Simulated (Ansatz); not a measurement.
# SiH2F2 (singlet): the correlation ladder, cc-pVDZ

How much of the correlation energy of SiH2F2 (singlet) does each wave-function method recover here?

Computed with Ansatz 0.2.0, Gaussian basis. Level: cc-pVDZ, core rule «outside noble gas», up to 7 orbitals frozen.

To be run: UHF; CCSD(T) on RHF; BCCD(T) on RHF; CISD; CCSDT(Q) on RHF; CASSCF and MRCISD+Q, 8 electrons in 8 orbitals; CASSCF and NEVPT2, 8 electrons in 8 orbitals.

12 further runs of the same task are left out: 6 that didn't finish, 6 set aside as unsound or not needed.

**1. The geometry**

The geometry is a PBE0/def2-TZVP stationary point (not a proven minimum).

5 atoms, charge 0, spin multiplicity 1.

Atoms are counted from 1 here; the program's logs count them from 0.

Bond lengths: Si1–F2 1.586 Å, Si1–F3 1.586 Å, Si1–H4 1.474 Å, Si1–H5 1.474 Å. Angles: F2–Si1–F3 108.0°, F2–Si1–H4 108.5°, F2–Si1–H5 108.5°, F3–Si1–H4 108.5°, F3–Si1–H5 108.5°, H4–Si1–H5 114.7°.

**2. UHF**

Contents of in.yaml:

```yaml
crystal:
  periodic: [false, false, false]
  atoms:
    - {symbol: Si, position_ang: [0.000000, -0.496554, 0.000000]}
    - {symbol: F, position_ang: [0.000000, 0.435600, -1.282833]}
    - {symbol: F, position_ang: [0.000000, 0.435600, 1.282833]}
    - {symbol: H, position_ang: [1.241155, -1.292458, 0.000000]}
    - {symbol: H, position_ang: [-1.241155, -1.292458, 0.000000]}
basis:
  gaussian: {orbitals: cc-pVDZ}
magnetization: {spin_polarized: true, initial_magnetization: 0}
hamiltonian: {xc: hf}
output: {orbitals: {seedname: orbitals}}
```

Run with:

```
$ ansatz run in.yaml --threads 1 --pin off --events-out ev --progress --plain --max-ram 2393MiB
```

Further steps of the session: CCSD(T) on RHF; BCCD(T) on RHF; CISD; CCSDT(Q) on RHF; CASSCF and MRCISD+Q, 8 electrons in 8 orbitals; CASSCF and NEVPT2, 8 electrons in 8 orbitals.

Before running them: what should the planned runs give, taken together? Wanted: RCCSDT(Q) below the RHF energy; RMP2 from RCCSDT(Q); RCCSD from RCCSDT(Q); RCCSD(T) from RCCSDT(Q); MRCISD+Q frontier from RCCSDT(Q); T1 diagnostic.

As calculated:

| quantity | value |
| --- | --- |
| RCCSDT(Q) below the RHF energy | -13.5878 eV |
| RMP2 from RCCSDT(Q) | +16.80 kcal/mol |
| RCCSD from RCCSDT(Q) | +5.54 kcal/mol |
| RCCSD(T) from RCCSDT(Q) | +0.93 kcal/mol |
| MRCISD+Q frontier from RCCSDT(Q) | +2.80 kcal/mol |
| levels within 1 kcal/mol (43 meV) | RCCSD(T), BCCD(T), RCCSDT |
| T1 diagnostic | 0.012 |

**Reading.** RCCSD(T) lands +0.93 kcal/mol from the yardstick (0.3 % of the correlation energy). These misses are within one basis, not against nature.
